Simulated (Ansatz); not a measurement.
The input, for Ansatz 0.2.0:

```yaml
crystal:
  periodic: [false, false, false]
  atoms:
    - {symbol: B, position_ang: [0.109820, -0.677299, -0.006511]}
    - {symbol: Cl, position_ang: [-0.055054, 0.119479, -1.523563]}
    - {symbol: Cl, position_ang: [0.021566, 0.087055, 1.525549]}
basis:
  gaussian: {orbitals: 6-31G}
magnetization: {spin_polarized: false, initial_magnetization: 1}
correlation: {method: sc_nevpt2, electrons: all, active_space: {window: {electrons: 3, orbitals: 2}}}
```

```sh
$ ansatz run in.yaml --threads 1 --pin off --events-out ev --progress --plain --max-ram 2393MiB
```

Log:

```
406 factors; integrals over basis functions are off by at most 1.5e-4 eV
mean field evaluation 1: about -25674.9654 eV, gradient 1.6e1 eV
mean field evaluation 2: about -25675.0670 eV, gradient 1.6e1 eV
mean field evaluation 4: about -25676.5864 eV, gradient 1.9e0 eV
mean field evaluation 8: about -25676.6299 eV, gradient 8.1e-2 eV
mean field -25676.62993524 eV, -943.5987458751 hartree, gradient 4.3e-6 eV, S^2 0.750000; 0 other end points of the search recorded, 0 dependent functions left out
reference -25676.62993524 eV, -943.5987458751 hartree; 20, 19 occupied and 15, 16 virtual orbitals, 406 factors
state -25676.62993524 eV, -943.5987458751 hartree
state -25676.62993524 eV, -943.5987458751 hartree; corrected -25680.11074658 eV, -943.7266633326 hartree
WARN: 1 active orbitals are nearly empty or full. The corrections depend on them more than the energy does, and are more stable in an active space without them
Total energy: -25680.11074658 eV, -943.7266633326 hartree
```

Ran on 1 thread of Intel Xeon Platinum 8488C, shared host: 0.91 s wall, 0.17 GiB peak host memory.
